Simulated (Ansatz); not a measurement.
Program: Ansatz. Geometries: PBE0-D4/def2-TZVP. ΔE: electronic, gas phase. CBS: MP2 limit from def2 TZ/QZ plus the TZ coupled-cluster correction, frozen cores. This one scheme is used for every species. DFT in def2-TZVPP. For Mg outer-core shells are correlated without core-valence functions, which leaves a few kJ/mol of doubt a bond. One conformer a species, not always the lowest.

Reaction (ligand exchange at a Mg–S bond): `[SH][Mg][Cl]` + H–F → `[F][Mg][Cl]` + H₂S

Problem. Is it downhill or uphill in electronic energy at CCSD(T)/CBS, and by how much? (Best estimate.)

Solution. Computed: Downhill: ΔE = -42.1 kJ/mol.

Problem. What do these levels give: revPBE-D4, r2SCAN-D4, B2PLYP, BLYP, r2SCAN, PBE0, r2SCAN0, CAM-B3LYP, RPA@PBE/def2-TZVPP, MP2/def2-SVP, MP2/def2-TZVPP, CCSD(T)/def2-TZVPP? (Best estimate.)

Solution. Ansatz gave: revPBE-D4 -43.0, r2SCAN-D4 -45.3, B2PLYP -49.3, BLYP -56.7, r2SCAN -45.7, PBE0 -38.5, r2SCAN0 -41.1, CAM-B3LYP -54.6, RPA@PBE/def2-TZVPP -44.7, MP2/def2-SVP -62.5, MP2/def2-TZVPP -41.8, CCSD(T)/def2-TZVPP -42.0 kJ/mol.

Largest T1 diagnostic among the species: 0.010.

From BLYP to BHLYP (50 % exact exchange), in def2-TZVPP and without D4, ΔE moves by +8.0 kJ/mol. Leaving LDA and LC-ωPBE aside and taking each functional with its dispersion term where it has one, the values, not all of them listed here, spread over 17.8 kJ/mol, from BLYP-D4 to HSE06-D4. LDA lies +5.4 kJ/mol from PBE without D4. At CCSD(T), def2-SVP lies −19.7 kJ/mol from the extrapolated value and def2-TZVPP +0.1 kJ/mol.
